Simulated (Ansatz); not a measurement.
A made-up structure of SiH5S2 (charge +1), singlet:

```xyz
8
angstrom
Si -0.9413 0.9469 -0.2746
S 0.7277 -0.1744 0.7799
S 0.8198 -1.9010 -0.3334
H 0.7160 -0.3620 2.1268
H -0.6413 0.7646 -1.7065
H -0.7356 2.3064 0.2594
H 1.7857 0.5167 0.2919
H 1.0907 -2.6668 0.7425
```

It is relaxed with PBE-D4/def2-SVP and then PBE0-D4/def2-TZVP (Ansatz 0.2.0). Atoms count as bonded within 1.22 times the sum of their covalent radii (H–H: 0.88 Å). The end point is not checked to be a true minimum.

(1) Does its bonding change? (A judgement: the text doesn't fix the answer.)

Results:

(1) By the calculation: No: no bond forms or breaks.

Where it ends: The first stage lowers the energy by 1.72 eV in 15 steps. It ends as SiH₅S₂ ([SiH2][SH2][SH]), total charge +1:
Si1  (-1.273, 0.974, -0.377)
S2  (0.522, -0.155, 0.492)
S3  (0.508, -2.164, 0.048)
H4  (0.442, -0.054, 1.843)
H5  (-0.391, 1.131, -1.596)
H6  (-0.567, 2.029, 0.471)
H7  (1.866, 0.103, 0.411)
H8  (1.714, -2.434, 0.595)
(Å)

Labels in which every atom is bracketed show which atoms are joined, not bond orders.

For scale, one of the runs: PBE0-D4/def2-TZVP relaxation, 141 basis functions, launched by `ansatz run in.yaml --threads 2 --pin off --events-out ev --progress --plain --max-ram 4352MiB`. The run took about 41 s on 2 CPU threads of an Arm Neoverse V2 (shared host).
